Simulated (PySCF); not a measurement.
An unknown is described by computed data only.

Formula: C3H4N2.

| Property | Result |
| --- | --- |
| Couplings | largest of the computed one-bond spin–spin couplings (means over like bonds): 13C–1H +191.0, 13C–1H +174.5, 15N–1H -100.7 (×2), 13C–13C +92.8, 13C–13C +86.9, 15N–13C -19.5, 15N–13C -19.3 Hz [B3LYP/pcJ-1] |
| NMR, other nuclei | isotropic shieldings of nuclei other than C and H, by class: -62 (1 N), 172 (1 N) ppm [GIAO PBE0/pcSseg-1] |
| Valence photoelectron | vertical ionisation energy: 8.80 eV [ΔSCF B3LYP/def2-SVPD] |
| Rotational structure | rotational constants A, B, C: 12.907, 3.670, 2.858 GHz [PBE0-D3(BJ)/def2-SVP] |
| Polarisability | 52.6 au [B3LYP/def2-SVPD] |
| UV, strongest line | among the 10 lowest singlet transitions: S2 at 5.49 eV (226 nm, f = 0.338) [TDDFT B3LYP/def2-SVPD] |
| 1H NMR | chemical shifts (computed TMS as zero) by class: 6.35 (1 H), 4.29 (2 H), 3.73 (1 H) ppm [GIAO PBE0/pcSseg-1] |
| Dipole | 5.33 D [B3LYP/def2-SVPD] |
| 13C NMR | chemical shifts (computed TMS as zero) by class: 152.7 (1 C), 120.9 (1 C), 66.7 (1 C) ppm [GIAO PBE0/pcSseg-1] |
| UV, first state | lowest singlet excitation: 5.30 eV (234 nm, f = 0.000) [TDDFT B3LYP/def2-SVPD] |

The electronic properties come from PySCF, for the isolated species, density fitting. Levels stand in brackets. Geometry: PBE0-D3(BJ)/def2-SVP; no solvent, vibrations or thermal averaging. NMR classes are plain means over equivalent atoms (diastereotopic ones count apart unless rotation or inversion swaps them), as if these changed places fast.

Question: Give a SMILES that accounts for the data.

Answer: Numbering: `[N:1]#[C:2]/[CH:3]=[CH:4]\[NH2:5]`. Its formula, C3H4N2, gives 3 degrees of unsaturation: 0 rings and 3 π bonds in the structure found. 3 carbons fall into 3 classes; from least to most shielded: vinylic carbon bearing nitrogen [C4] (152.7 ppm), nitrile carbon [C2] (120.9 ppm), alkene CH carbon [C3] (66.7 ppm). Hydrogen classes from least to most shielded: 1 H on a vinylic carbon bearing nitrogen, C4 (6.35 ppm), 2 H on an enamine nitrogen, N5 (4.29 ppm, a mean of values up to 0.8 ppm apart in this geometry), 1 H on an alkene CH carbon, C3 (3.73 ppm). The other shieldings belong to: -62 ppm, nitrile nitrogen [N1]; 172 ppm, enamine nitrogen [N5]. The couplings run between: +191.0 Hz, alkene CH carbon [C3] and its hydrogen; +174.5 Hz, vinylic carbon bearing nitrogen [C4] and its hydrogen; -100.7 Hz, enamine nitrogen [N5] and its hydrogen (with 1 like pair); +92.8 Hz, nitrile carbon [C2] and alkene CH carbon [C3]; +86.9 Hz, alkene CH carbon [C3] and vinylic carbon bearing nitrogen [C4]; -19.5 Hz, nitrile nitrogen [N1] and nitrile carbon [C2]; -19.3 Hz, enamine nitrogen [N5] and vinylic carbon bearing nitrogen [C4]. The first electron is taken from the HOMO, whose largest Löwdin shares are 0.30 on the alkene CH carbon, 0.23 on the enamine nitrogen, 0.16 on the vinylic carbon bearing nitrogen and 0.15 on the nitrile nitrogen. By its constants the optimised geometry is an asymmetric top. Structure: `N#C/C=C\N` (Z-3-amino-2-propenenitrile). Computed isomers that give other values at the same levels: `[H]/N=C(/C)C#N` (rotational constant A: 9.866 GHz; this holds for the one conformer computed); `C/N=C/C#N` (rotational constant A: 45.609 GHz; this holds for the one conformer computed); `C=NCC#N` (rotational constant A: 21.782 GHz; this holds for the one conformer computed). The assignments are read from this structure; whether some other isomer fits the data as well wasn't checked.

Conformer computed: `[N:1]#[C:2]/[CH:3]=[CH:4]\[NH2:5]`: H–N5–C4–C3 175°, H–N5–C4–C3 3°.
